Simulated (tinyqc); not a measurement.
UHF in the sto-3g basis, for OH-, spin multiplicity 1, step by step. The basis has no diffuse functions, so it cannot describe the extra electron: this is an exercise in the method, not the real anion. This run ends on a higher stationary point, not on the lowest solution. One step of it, computed by the program tinyqc.

Problem. Iteration 1: building the Fock matrix. J_ij = sum D_kl (ij|kl) with D = D(alpha) + D(beta), K_ij = sum D_kl (ik|jl) for each spin; F = H + J - K(s); E = tr D H + tr D J / 2 - 0.5 sum_s tr D(s) K(s) + E_nn.

D(alpha) at the start, lower triangle:
```
            1O 1s      1O 2s     1O 2px     1O 2py     1O 2pz     2H 1s
1O 1s    1.059547
1O 2s   -0.251780   1.064648
1O 2px   0.001685  -0.012164   0.957227
1O 2py   0.002689  -0.019407  -0.068241   0.891127
1O 2pz  -0.001148   0.006071  -0.010827  -0.017274   1.006825
2H 1s    0.008676  -0.039802   0.191945   0.306233  -0.050085  0.156510
```

D(beta) at the start, lower triangle:
```
            1O 1s      1O 2s     1O 2px     1O 2py     1O 2pz     2H 1s
1O 1s    1.059547
1O 2s   -0.251780   1.064648
1O 2px  -0.001685   0.012164   0.957227
1O 2py  -0.002689   0.019407  -0.068241   0.891127
1O 2pz  -0.001148   0.006071   0.010827   0.017274   1.006825
2H 1s    0.008676  -0.039802  -0.191945  -0.306233  -0.050085  0.156510
```

core Hamiltonian H = T + V (hartree), lower triangle:
```
             1O 1s      1O 2s     1O 2px     1O 2py     1O 2pz      2H 1s
1O 1s   -31.890581
1O 2s    -7.416261  -8.519116
1O 2px    0.000000   0.000000  -6.719849
1O 2py    0.000000   0.000000   0.000000  -6.719849
1O 2pz   -0.003850  -0.048601   0.000000   0.000000  -6.738443
2H 1s    -0.189622  -0.550442   0.000000   0.000000  -0.490006  -2.667954
```

Two-electron integrals (ij|kl) in chemists' order, unique and non-zero (hartree):
```
(11|11) 4.785065   (21|11) 0.741380   (21|21) 0.136873   (22|11) 1.118947
(22|21) 0.256633   (22|22) 0.817206   (31|31) 0.024477   (32|31) 0.037809
(32|32) 0.180518   (33|11) 1.115814   (33|21) 0.256684   (33|22) 0.817023
(33|33) 0.880159   (41|41) 0.024477   (42|41) 0.037809   (42|42) 0.180518
(43|43) 0.047444   (44|11) 1.115814   (44|21) 0.256684   (44|22) 0.817023
(44|33) 0.785270   (44|44) 0.880159   (51|51) 0.024477   (52|51) 0.037809
(52|52) 0.180518   (53|53) 0.047444   (54|54) 0.047444   (55|11) 1.115814
(55|21) 0.256684   (55|22) 0.817023   (55|33) 0.785270   (55|44) 0.785270
(55|55) 0.880159   (61|11) 0.018982   (61|21) 0.003479   (61|22) 0.006496
(61|33) 0.006486   (61|44) 0.006486   (61|51) 0.000156   (61|52) 0.000296
(61|55) 0.006515   (61|61) 0.000090   (62|11) 0.061239   (62|21) 0.014289
(62|22) 0.052549   (62|33) 0.051668   (62|44) 0.051668   (62|51) 0.001063
(62|52) 0.009166   (62|55) 0.054260   (62|61) 0.000371   (62|62) 0.004865
(63|31) 0.001293   (63|32) 0.008248   (63|53) 0.001823   (63|63) 0.000613
(64|41) 0.001293   (64|42) 0.008248   (64|54) 0.001823   (64|64) 0.000613
(65|11) 0.053746   (65|21) 0.012674   (65|22) 0.049729   (65|33) 0.047843
(65|44) 0.047843   (65|51) 0.001987   (65|52) 0.015314   (65|55) 0.053447
(65|61) 0.000338   (65|62) 0.005570   (65|65) 0.006886   (66|11) 0.275162
(66|21) 0.065126   (66|22) 0.274695   (66|33) 0.268833   (66|44) 0.268833
(66|51) 0.003823   (66|52) 0.047733   (66|55) 0.286360   (66|61) 0.001684
(66|62) 0.036642   (66|65) 0.048758   (66|66) 0.774606
```

nuclear repulsion = 2.20261066 hartree

Give: Coulomb J; exchange K(alpha); exchange K(beta); F(alpha); F(beta); total energy of this density.

Solution.

Coulomb J (hartree), lower triangle:
```
          1O 1s   1O 2s   1O 2px  1O 2py  1O 2pz   2H 1s
1O 1s   18.2139
1O 2s    3.4611  8.5861
1O 2px   0.0000  0.0000   8.5781
1O 2py   0.0000  0.0000  -0.0130  8.5655
1O 2pz   0.0014  0.0146   0.0000  0.0000  8.5914
2H 1s    0.0881  0.5373   0.0000  0.0000  0.5049  2.9009
```

exchange K(alpha) (hartree), lower triangle:
```
          1O 1s    1O 2s   1O 2px  1O 2py  1O 2pz   2H 1s
1O 1s    4.9123
1O 2s    0.8502   1.3972
1O 2px  -0.0002  -0.0001   1.1309
1O 2py  -0.0003  -0.0002  -0.0568  1.0759
1O 2pz   0.0001   0.0009   0.0005  0.0008  1.1675
2H 1s    0.0233   0.0779   0.0505  0.0805  0.0580  0.1267
```

exchange K(beta) (hartree), lower triangle:
```
         1O 1s   1O 2s   1O 2px   1O 2py  1O 2pz   2H 1s
1O 1s   4.9123
1O 2s   0.8502  1.3972
1O 2px  0.0002  0.0001   1.1309
1O 2py  0.0003  0.0002  -0.0568   1.0759
1O 2pz  0.0001  0.0009  -0.0005  -0.0008  1.1675
2H 1s   0.0233  0.0779  -0.0505  -0.0805  0.0580  0.1267
```

F(alpha) (hartree), lower triangle:
```
           1O 1s    1O 2s   1O 2px   1O 2py   1O 2pz   2H 1s
1O 1s   -18.5890
1O 2s    -4.8054  -1.3301
1O 2px    0.0002   0.0001   0.7273
1O 2py    0.0003   0.0002   0.0439   0.7698
1O 2pz   -0.0025  -0.0348  -0.0005  -0.0008   0.6855
2H 1s    -0.1248  -0.0910  -0.0505  -0.0805  -0.0432  0.1063
```

F(beta) (hartree), lower triangle:
```
           1O 1s    1O 2s  1O 2px  1O 2py   1O 2pz   2H 1s
1O 1s   -18.5890
1O 2s    -4.8054  -1.3301
1O 2px   -0.0002  -0.0001  0.7273
1O 2py   -0.0003  -0.0002  0.0439  0.7698
1O 2pz   -0.0025  -0.0348  0.0005  0.0008   0.6855
2H 1s    -0.1248  -0.0910  0.0505  0.0805  -0.0432  0.1063
```

total energy of this density = -73.124804 hartree

This density is the starting one.
